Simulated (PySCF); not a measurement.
Isomers of C3H3N. All species are isolated molecules in the gas phase. Strings in code marks are SMILES.

These are B3LYP-D3(BJ)/def2-TZVP in PySCF values and carry that method's errors. B3LYP has the VWN-RPA correlation part, as in Gaussian. 

```csv
species,HOMO–LUMO gap (eV),HOMO (eV)
`C=CC#N`,6.29,-8.23
`[H]/N=C\C#C`,6.11,-7.92
`C#CN=C`,5.00,-6.96
`C=C=C=N`,4.18,-6.53
`c1c(=N)c1`,5.63,-6.77
```
